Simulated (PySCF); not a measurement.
C₆H₃ (doublet state).
Structure used (GFN2-xTB), in Å, numbered top down from 1:
```
atom  x, y, z in Å
C1     2.2537   -1.0000    1.6673
C2     1.2122   -0.5604    1.1855
C3     0.0760   -0.0901    0.7407
C4    -1.0117    0.3684    0.1770
C5    -1.1491    0.5352   -1.2191
C6    -1.2707    0.6788   -2.4057
H7     3.1621   -1.3788    2.0262
H8    -1.8813    0.6479    0.7691
H9    -1.3776    0.8051   -3.4416
```

As a line formula: `C#C/[C]=C\C#C` [radical].

Method used: UKS B3LYP, pcH-1 on C H, non-relativistic, mean-field spin-orbit, GIAO in PySCF 2.14.0. Geometry: GFN2-xTB; no solvent, vibrations or thermal averaging. A GFN2-xTB geometry isn't a minimum of the functional, and hyperfine couplings can be far from their values at a DFT geometry. The SCF solution wasn't tested for stability. ⟨S²⟩ is 0.784 where a pure state has 0.75.

Principal values of hyperfine tensors in MHz (contact and dipolar terms together), for some of the nuclei:

```json
{"atom": "C5", "isotope": "13C", "A1": "85.09", "A2": "88.27", "A3": "92.05"}
{"atom": "C2", "isotope": "13C", "A1": "-98.67", "A2": "-80.48", "A3": "-50.32"}
{"atom": "C3", "isotope": "13C", "A1": "5.90", "A2": "27.65", "A3": "184.85"}
{"atom": "C1", "isotope": "13C", "A1": "2.51", "A2": "26.13", "A3": "143.19"}
{"atom": "H7", "isotope": "1H", "A1": "-73.70", "A2": "-54.39", "A3": "-25.20"}
{"atom": "C4", "isotope": "13C", "A1": "-62.13", "A2": "-37.95", "A3": "-33.08"}
{"atom": "H9", "isotope": "1H", "A1": "4.10", "A2": "4.20", "A3": "6.25"}
{"atom": "C6", "isotope": "13C", "A1": "-6.13", "A2": "5.34", "A3": "8.17"}
```

Give the isotropic coupling of each nucleus in MHz and in mT (g = 2.0021), and the anisotropic part.

a_iso is a third of the trace, T = A − a_iso, and a(mT) = a(MHz)/(g × 13.996).

```csv
atom,a_iso (MHz),a_iso (mT),T1,T2,T3
C5,88.47,3.157,-3.38,-0.20,3.58
C2,-76.49,-2.730,-22.18,-3.99,26.17
C3,72.80,2.598,-66.90,-45.15,112.05
C1,57.27,2.044,-54.77,-31.15,85.92
H7,-51.10,-1.823,-22.60,-3.30,25.90
C4,-44.39,-1.584,-17.74,6.43,11.30
H9,4.85,0.173,-0.75,-0.65,1.40
C6,2.46,0.088,-8.59,2.88,5.71
```

What spin density at the nucleus of C6 lies behind its contact coupling (g_N = 1.40482)?

a_FC = 800.24 MHz bohr³ × g_N × ρ(0)/(2S). With a_FC = 2.46 MHz and 2S = 1, ρ(0) = 0.00219 bohr⁻³.

H8 (1H, g_N = 5.58569) isn't in the table. Its spin density at the nucleus is 0.02599 bohr⁻³. What is its contact coupling?

By the same relation, a_FC = 116.2 MHz. Its full tensor has the principal values 112.06, 112.95, 123.46 MHz.

Name the largest traceless tensor T of the table and describe it.

C3: -66.9, -45.1, 112.0 MHz, rhombic: the two smaller values differ by 19 % of the largest.

In a single crystal, with the field along each principal axis of the tensor of C3 in turn, what first-order splitting does this nucleus give (isotropic g, quadrupole terms neglected)?

2 lines (I = 1/2), spaced by |A_i|/(g × 13.996): 0.21, 0.99, 6.60 mT along the axes of A1, A2 and A3.
